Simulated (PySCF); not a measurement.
## Single point on LiH⁺

State: ²Σ⁺ (doublet), unpaired electrons σ ↑.

An equivalent input (the run itself took its basis sets from the Basis Set Exchange, started from a PBE0 density and held the occupation σ 2α 1β):

```python
from pyscf import gto, dft
mol = gto.M(atom='Li 0 0 0; H 0 0 2.219', basis={'Li': 'cc-pVTZ', 'H': 'cc-pVTZ'},
            charge=1, spin=1, verbose=4, symmetry='C2v')
mf = dft.UKS(mol, xc='HYB_GGA_XC_B97_3')
mf.grids.atom_grid = (80, 434)
mf.grids.prune = dft.gen_grid.treutler_prune
mf.irrep_nelec = {'A1': (2, 1)}
mf.conv_tol = 1e-9
mf.max_cycle = 60
mf.diis_space = 10
mf.kernel()
```

The log (some set-up lines and the per-cycle HOMO/LUMO lines removed):

```
******** <class 'pyscf.dft.uks_symm.SymAdaptedUKS'> ********
method = SymAdaptedUKS
damping factor = 0
level_shift factor = 0
DIIS = <class 'pyscf.scf.diis.CDIIS'>
diis_start_cycle = 1
diis_space = 10
diis_damp = 0
SCF conv_tol = 1e-09
SCF conv_tol_grad = None
SCF max_cycles = 60
number electrons alpha = 2  beta = 1
Set gradient conv threshold to 3.16228e-05
init E= -7.79663844687937
cycle= 1 E= -7.79682751226397  delta_E= -0.000189  |g|= 0.00233  |ddm|= 0.0783
cycle= 2 E= -7.79683184367526  delta_E= -4.33e-06  |g|= 0.000401  |ddm|= 0.0188
cycle= 3 E= -7.79683201717786  delta_E= -1.74e-07  |g|= 6.84e-05  |ddm|= 0.00364
cycle= 4 E= -7.79683202373947  delta_E= -6.56e-09  |g|= 5.98e-06  |ddm|= 0.000816
cycle= 5 E= -7.79683202379462  delta_E= -5.51e-11  |g|= 3.27e-07  |ddm|= 7.65e-05
Extra cycle  E= -7.7968320237948  delta_E= -1.79e-13  |g|= 7.35e-08  |ddm|= 3.28e-06
converged SCF energy = -7.7968320237948  <S^2> = 0.75000446  2S+1 = 2.0000045
```

Repeating this along the bond gives Re = 2.333 Å and ωe = 353 cm⁻¹.

A point of this curve took 0.21 CPU seconds beside 0.033 for the integrals, on Arm Neoverse V1 (shared host).

The state was picked by a PBE0 search and need not be the measured ground state.
